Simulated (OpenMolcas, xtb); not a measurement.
## CH6Si (methylsilane): methods side by side

The species is CH6Si (8 atoms), meant as a singlet with charge 0. As SMILES, `C[SiH3]`. The shape is that of a PBE0-D4/def2-TZVP optimisation.

Each level gives the dipole moment (D). The values are calculated.

**What was measured.** NIST CCCBDB gives the dipole moment of the gas as 0.74 D.

| level | kind | program | value (D) | computed − measured | CPU time |
| --- | --- | --- | --- | --- | --- |
| GFN0-xTB | semi-empirical | xtb | 1.37 | +0.63 | under 2 s |
| HF/def2-TZVP | Hartree–Fock | OpenMolcas | 0.76 | +0.02 | 13 s |
| SVWN5/def2-TZVP | LDA | OpenMolcas | 0.85 | +0.11 | 36 s |
| BLYP/def2-TZVP | GGA | OpenMolcas | 0.83 | +0.09 | 46 s |
| r2SCAN/def2-TZVP | meta-GGA | OpenMolcas | 0.87 | +0.13 | 61 s |
| BHLYP/def2-TZVP | global hybrid | OpenMolcas | 0.78 | +0.04 | 49 s |
| PBE0/def2-TZVP | global hybrid | OpenMolcas | 0.83 | +0.09 | 48 s |

Nearest: HF/def2-TZVP (+0.02 D); farthest: GFN0-xTB (+0.63 D). The measured dipole is a vibrational average, so differences of a few hundredths of a debye mean little. Computed less measured by kind, in D (def2-TZVP rows): semi-empirical +0.63; Hartree–Fock +0.02; LDA +0.11; GGA +0.09; meta-GGA +0.13; global hybrid +0.04 to +0.09. Magnitudes only: a small dipole may point the other way at some levels. CPU times are rough (shared hosts, several kinds of processor): they show what a rung costs within a factor of a few.
